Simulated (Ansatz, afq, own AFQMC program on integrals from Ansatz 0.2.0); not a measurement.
Atomization energy of SiGe$_{3}$H$_{10}$, singlet, worked out

```xyz
14

Ge   -0.2583    2.4642    0.3210
Si    0.5626    0.5216    1.4373
Ge   -0.4204   -1.4645    0.5482
Ge    0.1623   -1.7594   -1.7901
H    -1.7873    2.5665    0.4832
H     0.3822    3.7412    0.8977
H     0.0649    2.3920   -1.1841
H     0.2656    0.6287    2.9013
H     2.0485    0.4463    1.2680
H    -1.9557   -1.3829    0.6815
H     0.0562   -2.6936    1.3506
H    -0.3762   -0.5808   -2.6232
H    -0.4378   -3.0668   -2.3404
H     1.6934   -1.8125   -1.9509
```

Basis def2-SVP. Only valence electrons are correlated. Ansatz 0.2.0 and our own AFQMC program on the same integrals; the CISD trial comes from CCSD amplitudes, and released means the phaseless constraint is let go. Error bars are statistical, one sigma. No spin–orbit coupling.

Total energies in eV. CBS is CCSD(T) at the limit of def2-TZVPP/QZVPP (MP2 extrapolated, CCSD(T) minus MP2 added); the highest rung of each member is named.

Cautions: inner d shell frozen; no relativity below Rb; no spin-orbit coupling; SiGe₃H₁₀ (singlet): the released value is read at 0.90 1/Eh with a noise of 13 meV, more than in the cases checked (meV from the phaseless value at times in 1/Eh: -12 ± 9 at 0.21, -6 ± 10 at 0.42, -15 ± 10 at 0.63, -19 ± 13 at 0.90).

| member | count | CCSD(T)/def2-SVP | highest rung in def2-SVP | which | CCSD(T)/CBS |
| --- | --- | --- | --- | --- | --- |
| Ge (triplet) | +3 | -56466.7777 | -56466.7864 | FCI | -56475.6421 |
| Si (triplet) | +1 | -7859.0718 | -7859.0829 | FCI | -7862.5673 |
| H (doublet) | +10 | -13.5861 | -13.5861 | FCI | -13.6059 |
| SiGe₃H₁₀, singlet | -1 | -177431.1249 | -177431.1987 ± 0.0128 | released AFQMC | -177463.9886 |

Work out the best estimate of the atomization energy: the CCSD(T)/CBS difference plus the step from CCSD(T) to the highest rung.

Sums with the counts: CCSD(T)/CBS 38.4360 eV, highest rung 35.8956 eV, CCSD(T)/def2-SVP 35.8590 eV. The step is 35.8956 − 35.8590 = 0.0366 eV, so the best estimate is 38.4360 + (0.0366) = 38.4726 eV = 887.2 kcal/mol, with sampling noise 0.013 eV. The basis set is worth 2.577 eV of it. Zero-point, core-correlation and spin–orbit terms aren't in it. Past Ne the Hartree–Fock part of each CBS total tends to overshoot, since the cores don't follow the formula; that largely cancels in the difference.

Best estimates are given only where the step beyond CCSD(T) is under 0.3 eV and no member's determinant is very poor (T1 over 0.05, or 0.07 for open shells, ⟨S²⟩ too high by 0.3, two states mixed), so the hardest cases are missing from such tables.

Each member of a difference takes its own highest rung, so a best estimate needn't equal the limit plus the step of one row. Released energies are given only where the last usable release times agree within the noise; a slower fall can still hide under it.
